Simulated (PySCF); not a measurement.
These are B3LYP-D3(BJ)/def2-TZVP in PySCF 2.14.0 values and carry that method's errors. All species are isolated molecules in the gas phase. One relaxed conformer stands for a flexible species; it need not be the lowest. B3LYP has the VWN-RPA correlation part, as in Gaussian. Excitations are Tamm–Dancoff values on a coarser integration grid. The basis has no diffuse functions, so Rydberg states are missing or too high.

Reference species (SMILES): `CN(C)C` (neutral, multiplicity 1).

* **HOMO–LUMO gap**: 6.77 eV
* **S1 oscillator strength**: 0.046
* **LUMO**: 0.85 eV
* **S1–T1 gap (TDA)**: 0.20 eV

Changed species: `CC(C)N` (C–C–N–H torsion 62°).

Question: Give the shifts of the HOMO–LUMO gap, S1 oscillator strength, LUMO and S1–T1 gap (TDA).

Answer: the HOMO–LUMO gap rises by 0.47 eV, to 7.24 eV; the S1 oscillator strength falls by 0.020, to 0.026; the LUMO falls by 0.18 eV, to 0.67 eV; the S1–T1 gap (TDA) increases by 0.10 eV, to 0.30 eV.
